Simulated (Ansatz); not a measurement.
Relaxation of CH$_{4}$AlF (7 atoms, charge 0, multiplicity 1), to a largest force component of 0.03 eV/Å in at most 50 steps.

Computed with RKS r2SCAN-D4/def2-SVP (Ansatz 0.2.0).

```xyz
7
Properties=species:S:1:pos:R:3
Al 0.321 0.006 0.025
C 1.025 -0.040 1.828
H 0.511 -0.180 2.791
H 1.807 -0.814 1.727
H 1.574 0.918 1.859
H 1.797 0.209 -0.404
F -1.128 -0.099 -0.775
```

Task: Where does it end, and by what steps?

Result: It converged. After 7 steps the energy has fallen by 0.741 eV; H6 moved furthest, 0.81 Å.

| step | energy less start (eV) | largest force component (eV/Å) | accepted |
| --- | --- | --- | --- |
| 0 | 0.0000 | 1.725 | yes |
| 1 | -0.3451 | 0.846 | yes |
| 2 | -0.5305 | 0.520 | yes |
| 3 | -0.6548 | 0.575 | yes |
| 4 | -0.7173 | 0.564 | yes |
| 5 | -0.7385 | 0.192 | yes |
| 6 | -0.7394 | 0.150 | yes |
| 7 | -0.7414 | 0.006 | yes |

```xyz
7
Properties=species:S:1:pos:R:3
Al 0.607 0.042 0.000
C 1.081 -0.036 1.879
H 0.211 -0.196 2.536
H 1.805 -0.846 2.075
H 1.576 0.898 2.200
H 1.623 0.251 -1.196
F -0.997 -0.113 -0.442
```

Whether the end is a true minimum wasn't checked by a vibrational analysis.

Run time: 12 s on 1 thread of Intel(R) Xeon(R) 6975P-C (Granite Rapids), with other jobs on the host, peak memory 0.15 GiB.
